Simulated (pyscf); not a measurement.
A first-order saddle from PySCF, ωB97X-D3(BJ)/def2-SVP:

```
Si
N 1 1.6028
H 2 1.0109 1 137.16
H 2 1.6062 3 157.83 1 -179.23
H 4 0.8984 2 134.89 3 179.54
Cl 1 2.0429 2 126.51 3 -80.32
Cl 1 2.0429 2 126.48 3 80.88
```
Charge 0, spin multiplicity 1.

Surface: singlet, charge 0. Lowest wavenumbers (cm⁻¹): 1021i, 202, 233, 282, 349.

**Question.** Name the species on either side of this saddle.

**Answer.** H₂N–SiH(Cl)–Cl <-> HN=Si(Cl)–Cl + H₂, an elimination read from left to right: H–N, H–Si broken and H–H formed. At ωB97M-D3(BJ)/def2-TZVP it lies +334.7 kJ/mol from the left side and +68.9 kJ/mol from the right (each side as separated species at their lowest minima found). At the saddle there is also a short H–Si contact that neither side keeps. The same reactants have a lower exit, to H₂N–Si:–Cl [singlet] + HCl (barrier +289.2 kJ/mol at ωB97M-D3(BJ)/def2-TZVP, against +334.7 kJ/mol here). One saddle was located; it need not be the lowest between these sides.
